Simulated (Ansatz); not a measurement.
## HB–N–C, quartet in cc-pVDZ: errors against UCCSDT(Q)

Geometry: displaced at random from a stationary point.

```xyz
4

B     0.0646    0.0237    0.6504
N    -0.1003    0.0321   -0.6153
C    -0.0237   -0.0003   -1.8765
H     0.0594   -0.0556    1.8414
```

Basis cc-pVDZ; Ansatz 0.2.0. Correlated methods freeze the noble-gas cores, which leaves 13 electrons in 44 orbitals. Prefix R: restricted or restricted open-shell reference; prefix U: unrestricted.

Full CI isn't at hand for all of this; UCCSDT(Q) serves as the reference, and is uncertain by about the last step of the cluster series. The frozen core follows each run's orbitals, which can shift R against U totals by a few meV.

Unrestricted rows (U) aren't spin-pure: their determinants' ⟨S²⟩ exceeds S(S+1) by up to 0.17, so they mix in states of higher spin. For open shells CISD is restricted-active-space CI with the open shells as a complete middle space.

* UHF ⟨S²⟩: 3.924
* T1 diagnostic (RCCSD): 0.0487
* largest doubles amplitude (RCCSD): 0.047
* T1 diagnostic (UCCSD): 0.0304

Problem. From what is known of these methods and the diagnostics, rank them by the size of their error in total energy against UCCSDT(Q) in cc-pVDZ, smallest first (an estimate: the text doesn't fix the numbers).
A. UCCSDT
B. RCCSDT(Q)
C. RHF
D. CISD
E. RMP2

Solution. B (0.4 kJ/mol), A (3.1 kJ/mol), E (105.4 kJ/mol), D (120.1 kJ/mol), C (904.6 kJ/mol).

All errors are against UCCSDT(Q) in cc-pVDZ. Within each family the higher level lies nearer, as is usual though not guaranteed.
